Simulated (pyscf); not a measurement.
`[F][W]([F])([F])([F])=[Se]` + `[H][H]` → `[F][WH]([F])([F])([F])[SeH]` (addition across a multiple bond or ene-type step; singlet surface; H–H broken, H–Se, H–W formed). Optimised with ωB97X-D3(BJ)/def2-SVP in PySCF. Rate constants from transition-state theory at the high-pressure limit, ωB97M-D3(BJ)/def2-TZVP energies (ideal gas, 1 atm, RRHO with modes under 100 cm⁻¹ raised to 100, one conformer, R ln 2 for chiral ones without a mode under 150 cm⁻¹; no tunnelling), k in cm³ molecule⁻¹ s⁻¹.

| T (K) | 1000/T | log10 k |
|---|---|---|
| 298 | 3.354 | -49.16 |
| 600 | 1.667 | -30.26 |
| 900 | 1.111 | -23.98 |
| 1200 | 0.833 | ? |

**Question.** Fit an Arrhenius line to the three values, give the activation energy, and predict k at 1200 K.

**Answer.** Least squares gives log10 k = -11.53 − 11.22 × 1000/T, so Ea = 11.22 × ln 10 × 1.987 = 51.3 kcal/mol, against an electronic barrier of 45.7. At 1200 K the line gives -20.88; the computed value is -20.79 (ΔG‡ = 84.6 kcal/mol), a factor 1.2 over the line, since the plot is curved. On the product side the descent ends in a point that may be a rotor saddle (no frequency run), 2.0 kcal/mol over the lowest minimum found and 27.5 kcal/mol under the saddle at ωB97X-D3(BJ)/def2-TZVP. This is the saddle that the search found; another between the same sides may lie lower. Elements up to Kr have no core potential and no relativistic terms here. Elements past Kr carry the def2 core potentials, without spin-orbit coupling.
